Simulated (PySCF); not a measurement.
A PySCF script (with the pyscf-properties extension) for the spin–spin couplings of SMILES O=C(C)F, C2H3FO, on a PBE0-D3(BJ)/def2-SVP geometry:

```python
import basis_set_exchange as bse
import numpy as np
from pyscf import gto, dft
from pyscf.data import nist
from pyscf.prop import ssc

atoms = """
C    -0.638509   -0.071229   -0.121290
C     0.835554   -0.038956    0.104122
O     1.640264   -0.865693   -0.154272
F     1.207101    1.125733    0.663219
H    -1.168193    0.208208    0.800244
H    -0.944273   -1.067749   -0.457680
H    -0.900251    0.675769   -0.886163
"""
names = dict.fromkeys(["C", "O", "F", "H"], "pcJ-1")
basis = {el: gto.basis.parse(bse.get_basis(n, elements=[el], fmt="nwchem")) for el, n in names.items()}
mol = gto.M(atom=atoms, basis=basis, charge=0, verbose=0)
mf = dft.RKS(mol, xc="B3LYP")
mf.grids.level = 2
mf.grids.alignment = dft.numint.BLKSIZE   # the property module wants whole blocks of grid points
mf.conv_tol = 1e-9
mf.kernel()

sc = ssc.RKS(mf)
sc.with_fcsd = True   # Fermi contact and spin-dipole together
sc.max_cycle_cphf = 60
g = {"C": 1.4048236, "F": 5.257736, "H": 5.58569468, "O": -0.757516}   # nuclear g factors of 13C, 19F, 1H, 17O
sc.nuc_pair = [(i, j) for i in range(mol.natm) for j in range(i + 1, mol.natm)
               if mol.atom_pure_symbol(i) in g and mol.atom_pure_symbol(j) in g]
K = sc.kernel()
unit = nist.HARTREE2J / nist.PLANCK * (0.5 * nist.E_MASS / nist.PROTON_MASS) ** 2
for (i, j), k in zip(sc.nuc_pair, K):
    a, b = mol.atom_pure_symbol(i), mol.atom_pure_symbol(j)
    J = unit * g[a] * g[b] * np.trace(k) / 3
    if abs(J) >= 1:
        print("%s%d %s%d %8.1f Hz" % (a, i, b, j, J))
```

Q: Give the expected output.

A: 
```
C0 C1     69.4 Hz
C0 O2     -1.8 Hz
C0 F3     64.9 Hz
C0 H4    136.6 Hz
C0 H5    144.3 Hz
C0 H6    133.7 Hz
C1 O2     21.5 Hz
C1 F3   -421.7 Hz
C1 H4     -8.4 Hz
C1 H5     -3.2 Hz
C1 H6     -8.6 Hz
O2 F3     64.0 Hz
O2 H4     -2.3 Hz
O2 H6     -2.0 Hz
F3 H4     -6.2 Hz
F3 H5     31.4 Hz
F3 H6     -7.3 Hz
H4 H5    -11.9 Hz
H4 H6    -20.3 Hz
H5 H6    -14.5 Hz
```

These numbers come from an equivalent density-fitted implementation of the same equations, which agrees with the script to about 0.1 Hz, so last digits may differ.

Size and cost of the density-fitted run: 138 basis functions, 8.9 s wall time on 1 thread of an Arm Neoverse V1, shared host; peak memory 0.53 GiB.
